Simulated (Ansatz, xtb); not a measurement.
# Isomers of CH2ClSi in order of energy

3 gas-phase structures of CH2ClSi, found in a search over its isomers (lower ones may exist). Each was relaxed with GFN2-xTB:

A. `[H]/[C]=[SiH]/Cl`, a doublet
B. a doublet given by its coordinates
C. a doublet given by its coordinates

C (Å):

```xyz
5

C     0.3116    0.4098    0.8175
Cl    0.8716   -2.1997   -1.0385
Si    0.0295   -0.3482   -0.7767
H     0.0950   -0.1880    1.6967
H     0.0394    1.4465    0.9557
```

Close contacts (Å): C1–Si3 1.79, Cl2–Si3 2.05, C1–H4 1.09, C1–H5 1.08.

B (Å):

```xyz
5

C     0.2425    0.2855    0.8301
Cl   -0.2850    0.4970   -0.8785
Si    0.9735   -1.5417    0.8707
H    -0.6396    0.4529    1.4510
H     0.9616    1.0813    1.0343
```

Close contacts (Å): C1–Cl2 1.80, C1–Si3 1.97, C1–H4 1.09, C1–H5 1.09.

Make a reasoned guess at their ranking by r2SCAN-D4/def2-SVP single-point energy.

Calculated order at r2SCAN-D4/def2-SVP: C (0.0), B (122.0), A (154.6) kJ/mol.

Energies above the lowest of each column, in kJ/mol:

```json
{"structure": "C", "GFN2-xTB": "0.0", "HF/STO-3G": "0.0", "r2SCAN-D4/def2-SVP": "0.0"}
{"structure": "B", "GFN2-xTB": "79.7", "HF/STO-3G": "108.4", "r2SCAN-D4/def2-SVP": "122.0"}
{"structure": "A", "GFN2-xTB": "58.0", "HF/STO-3G": "169.8", "r2SCAN-D4/def2-SVP": "154.6"}
```

Every level run on C puts it lowest or level with the lowest. Frequencies (B3LYP/6-31G*) were run for A, C alone. Open shells are spin-unrestricted, some with notable spin contamination.

Programs: Ansatz 0.2.0, xtb 6.7.1 (Pople sets with spherical d functions).
